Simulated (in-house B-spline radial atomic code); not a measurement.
# How G0W0 and RPA depend on the start: Kr

Configuration [Ar] 3d10 4s2 4p6. Computed with a B-spline radial code for spherical atoms: all electrons, non-relativistic, point nucleus, each spin shell either full or empty, empty states to l = 9 with an (l + 1/2)⁻⁴ tail; G0W0 by contour deformation at full frequency.

```csv
start,mean-field 4p (eV),G0W0 (eV),QP weight,RPA correlation (Eh)
Hartree-Fock,-14.264,-14.676,0.944,-2.3695
LDA VWN5,-9.424,-13.976,0.850,-2.6195
PBE,-9.283,-13.958,0.844,-2.6144
PBE0,-10.773,-14.226,0.894,-2.5448
r2SCAN,-9.682,-14.063,0.876,-2.5704
HSE06,-10.349,-14.170,0.883,-2.5528
B3LYP (VWN-RPA),-10.476,-14.193,0.884,-2.5604
SCAN,-9.689,?,?,?
TPSS,-9.415,-13.984,0.853,-2.5994
BHandHLYP,-12.103,-14.406,0.917,-2.4831
CAM-B3LYP,-12.194,-14.439,0.917,-2.5248
LC-wPBE,-13.659,?,?,?
wB97X,-13.236,-14.542,0.932,-2.5059
PBEsol,-9.274,-13.961,0.846,-2.616
BLYP,-9.125,-13.937,0.834,-2.6166
r2SCAN0,-11.037,-14.254,0.906,-2.5169
LDA exchange-only,-8.160,-13.904,0.791,-2.6187
```

(1) What G0W0 level, weight and RPA correlation energy follow from the SCAN start?

(2) What G0W0 level, weight and RPA correlation energy follow from the LC-wPBE start?

(3) How much of the dependence on the start does G0W0 remove?

Answers

(1) G0W0 level -14.025 eV, weight 0.877, RPA correlation -2.5683 hartree.

(2) G0W0 level -14.525 eV, weight 0.935, RPA correlation -2.5169 hartree.

(3) The mean-field levels span 6.1 eV and the G0W0 levels 0.773 eV. Against 14.000 eV (NIST, measured) the G0W0 removal energies are off by -0.10 to +0.68 eV, with relativity, Breit and QED terms left out.
